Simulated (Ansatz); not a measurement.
## [NH2···H···OH], doublet in cc-pVDZ: errors against UCCSDT(Q)

Geometry: a point of a hydrogen-transfer path between rigid fragments, not a stationary point.

```xyz
6

N    -1.1842    0.0111   -0.0261
H    -1.4815    0.9789   -0.0261
H    -1.4815   -0.3912    0.8542
H     0.0528    0.0111   -0.0261
O     1.1328    0.0111   -0.0261
H     1.3847   -0.9289   -0.0261
```

Basis cc-pVDZ; Ansatz 0.2.0. Correlated methods freeze the noble-gas cores, which leaves 15 electrons in 46 orbitals. Prefix R: restricted or restricted open-shell reference; prefix U: unrestricted. Active spaces: pair = (3e, 3o) about the gap.

Full CI isn't at hand for all of this; UCCSDT(Q) serves as the reference, and is uncertain by about the last step of the cluster series. The frozen core follows each run's orbitals, which can shift R against U totals by a few meV.

For open shells CISD is restricted-active-space CI with the open shells as a complete middle space.

- UHF ⟨S²⟩: 0.769
- T1 diagnostic (RCCSD): 0.0419
- largest doubles amplitude (RCCSD): 0.030
- T1 diagnostic (UCCSD): 0.0239

```tsv
level	E − E(UCCSDT(Q)) (mEh)	share of correlation (%)	wall time
RHF	408.02	0.00	–
UHF	401.10	1.70	–
RMP2	37.73	90.75	–
UMP2	36.74	91.00	–
CISD	45.24	88.91	9 s
RCCSD	9.93	97.57	–
UCCSD	9.74	97.61	–
RCCSD(T)	1.74	99.57	8.5 s
UCCSD(T)	1.62	99.60	10 s
BCCD(T)	1.57	99.61	3.4 s
RCCSDT	0.95	99.77	–
UCCSDT	0.93	99.77	–
RCCSDT(Q)	0.06	99.98	15 s (H100)
CASSCF (pair space)	385.49	5.52	–
NEVPT2 (pair space)	36.09	91.15	1.4 s
MRCISD (pair space)	39.72	90.26	–
MRCISD+Q (pair space)	6.79	98.34	13 s (H100)
```

The correlation energy at UCCSDT(Q), counted from RHF, is -11.103 eV. That run took 22 s on 2 threads of AMD EPYC 7R13 with a shared H100 80 GB, shared host.

Times hold each run's SCF and search for its determinant on a shared host, so for small cases they say little of a method's own cost; rows without a card ran on 1 thread of AMD EPYC 7R13.
